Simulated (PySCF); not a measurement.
TDDFT excited states: [C3H7N2]+

Species: streptocyanine-3, C₃H₇N₂ (charge +1).
SMILES with atom numbers: `[NH2:1]/[CH:2]=[CH:3]/[CH:4]=[NH2+:5]` (hydrogens: H6, H7 on N1; H8 on C2; H9 on C3; H10 on C4; H11, H12 on N5)

Structure used (GFN2-xTB), in Å, numbered top down from 1:
```xyz
12
C3H7N2 angstrom
N      2.1837    0.3140   -0.9238
C      0.8773    0.1929   -0.9006
C      0.1320   -0.0193    0.2449
C     -1.2452   -0.1387    0.2046
N     -2.0042   -0.3405    1.2559
H      2.6870    0.4684   -1.7846
H      2.7253    0.2544   -0.0718
H      0.3674    0.2676   -1.8543
H      0.6391   -0.0941    1.1968
H     -1.7536   -0.0636   -0.7497
H     -3.0068   -0.4207    1.1769
H     -1.6008   -0.4211    2.1797
```

Computed, not measured: TDDFT B3LYP/def2-SVPD, vertical, gas phase, core orbitals frozen in the response in PySCF.

```tsv
state	λ (nm)	E (eV)	f	symmetry	main configurations (H = HOMO, L = LUMO)
S1	236.4	5.24	0.721	B1 or B2	H→L (98%)
S2	177.9	6.97	0.0000	–	H→L+2 (93%)
S3	177.4	6.99	0.0000	–	H→L+3 (99%)
S4	176.6	7.02	0.0003	–	H→L+4 (93%)
S5	172.8	7.18	0.020	A1	H→L+1 (96%)
S6	161.7	7.67	0.0000	–	H-2→L (99%)
S7	150.1	8.26	0.031	B1 or B2	H→L+5 (99%)
S8	149.8	8.28	0.0000	–	H→L+6 (99%)
```

Triplets (Tamm–Dancoff): T1 3.08 eV, H→L (100%); T2 5.68 eV, H→L+1 (95%); T3 6.25 eV, H-1→L (93%).

The lowest singlet comes at 236 nm (506 kJ/mol) in the ultraviolet; it is strong; its leading configuration is HOMO→LUMO (98%). The lowest level is also the most intense of those listed (f = 0.721). Löwdin shares by element: HOMO carbon 42% or more, nitrogen 40% (atoms not listed hold the other 18%); LUMO carbon 51% or more, nitrogen 34% (atoms not listed hold the other 15%). Orbital energies (eV): HOMO-3 -15.99, HOMO-2 -15.65, HOMO-1 -15.08, HOMO -11.52, LUMO -6.56, LUMO+1 -3.78, LUMO+2 -3.60. The listed states span 3.03 eV, and the widest gap between neighbours is 1.72 eV (S1 to S2). Of the 8 states listed, 3 reach f = 0.01 and 5 stay under 0.0005. No computed singlet lies in the visible range (380 to 750 nm); the lowest, at 236 nm, stands 1.98 eV above its violet end (3.26 eV); a Tamm–Dancoff triplet lies at 403 nm, without intensity as long as spin–orbit coupling is left out. Symmetry labels in C2v follow from the direction of the transition dipole and are given only for states with f of 0.002 or more; B1 and B2 swap with the choice of axes. The window holds the lowest 8 singlets.

Time: 15 s wall. Hardware: an Arm Neoverse V1 with one thread, no GPU (shared host).

One conformer stands for the species.
